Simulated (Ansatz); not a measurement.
Worked example: correlation energy of H3O⁺, singlet

Geometry: displaced at random from a stationary point.

```xyz
4

O     0.0138    0.0049   -0.0439
H     0.7898    0.0276    0.2350
H    -0.5581    0.7904    0.2195
H    -0.4514   -0.8962    0.2418
```

Basis cc-pVDZ; Ansatz 0.2.0. Only valence electrons are correlated (noble-gas cores frozen), which leaves 8 electrons in 28 orbitals. Prefix R: restricted or restricted open-shell reference.

Full CI isn't at hand for all of this; RCCSDTQ serves as the reference, and is uncertain by the last step of the cluster series or more.

RCCSD has a T1 diagnostic of 0.006 and a largest doubles amplitude of 0.04.

Runs differ by some tens of microhartree through their thresholds, so steps under 0.03 kcal/mol mean nothing.

```
    level  total energy (hartree)
      RHF              -76.276960
     RMP2              -76.478344
    RCCSD              -76.489633
 RCCSD(T)              -76.492761
   RCCSDT              -76.492932
RCCSDT(Q)              -76.493334
  RCCSDTQ              -76.493313
```

What is the correlation energy at RCCSDTQ, and what share of it do RMP2 and RCCSD(T) recover?

E(corr) = -76.493313 − (-76.276960) = -0.216353 hartree = -5.887 eV. RMP2: -0.201384 / -0.216353 = 93.08 %. RCCSD(T): -0.215801 / -0.216353 = 99.74 %.

By how many kcal/mol does RCCSD(T) miss RCCSDTQ (1 hartree = 627.509 kcal/mol), and which steps make up the rest?

-76.492761 − (-76.493313) = 0.000552 hartree = 0.35 kcal/mol. Steps: RCCSDT − RCCSD(T) = -0.11, RCCSDT(Q) − RCCSDT = -0.25, RCCSDTQ − RCCSDT(Q) = 0.01 kcal/mol. That is within 1 kcal/mol of the reference in this basis, which itself misses far more of the correlation at the basis-set limit.
